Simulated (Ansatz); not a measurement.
# Worked example: the barrier

An elementary step of CH5, doublet (CH₃ + H₂ → CH₄ + H; bonds formed: H1–C3; bonds broken: H1–H2). “Start” is the structure reached by relaxing down from the saddle towards the reactants; PBE0-D4/def2-TZVP structures. The saddle:

```tsv
atom	x (Å)	y (Å)	z (Å)
H1	-0.6855	-0.6238	0.0995
H2	-1.3300	-1.2102	0.1930
C3	0.3785	0.3444	-0.0549
H4	1.2621	-0.2841	-0.0377
H5	0.1393	0.7943	-1.0123
H6	0.2355	0.9795	0.8125
```

Ansatz 0.2.0; basis: def2-TZVPP and def2-QZVPP; cores frozen in the correlated methods; orbitals are unrestricted.

Energies in eV:

| quantity | saddle | start |
| --- | --- | --- |
| Hartree–Fock, triple zeta (X = 3) | -1106.90381 | -1107.80305 |
| Hartree–Fock, quadruple zeta (X = 4) | -1106.97383 | -1107.87460 |
| MP2 correlation, X = 3 | -5.50029 | -5.17185 |
| MP2 correlation, X = 4 | -5.83195 | -5.49487 |
| CCSD(T) correlation, X = 3 | -6.43992 | -6.07585 |

**Question.** Work out the barrier at the basis limit: extrapolate Hartree–Fock as E(X) = E∞ + A exp(−7.88 √X) and the MP2 correlation as E(X) = E∞ + B X^−2.97 (the exponents that Neese and Valeev fitted for def2-TZVPP and QZVPP), then add CCSD(T) − MP2 in triple zeta.

**Answer.** Each step is linear, so take the differences first (saddle − start): Hartree–Fock 0.89924 (X = 3) and 0.90077 (X = 4); MP2 correlation -0.32844 and -0.33708; CCSD(T) correlation -0.36407.
Two points give E∞ = E(4) + w [E(4) − E(3)], with w = 1/(exp(7.88 (2 − √3)) − 1) = 0.1377 for Hartree–Fock and w = 1/((4/3)^2.97 − 1) = 0.7407 for the correlation.
Hartree–Fock: 0.90077 + 0.1377 × 0.00153 = 0.9010 eV.
MP2 correlation: -0.33708 + 0.7407 × (-0.00864) = -0.3435 eV.
CCSD(T) − MP2: -0.36407 − (-0.32844) = -0.0356 eV.
Sum: 0.9010 + (-0.3435) + (-0.0356) = 0.5219 eV, or 12.04 kcal/mol. Plain CCSD(T) in triple zeta gives 0.5352 eV, so the larger basis shifts the result by -0.0133 eV.

No T1 diagnostic of these runs exceeds 0.016. ⟨S²⟩ of the unrestricted Hartree–Fock references: 0.75 to 0.79 (a pure state has 0.75).

For scale, one of the runs: CCSD(T)/def2-TZVPP, 101 basis functions, launched by `ansatz run in.yaml --threads 2 --pin off --events-out ev --progress --plain --max-ram 4352MiB`. Time: 3.9 s of wall clock on 2 CPU threads of an Arm Neoverse V1; the host was shared. Peak host memory: 0.63 GiB.
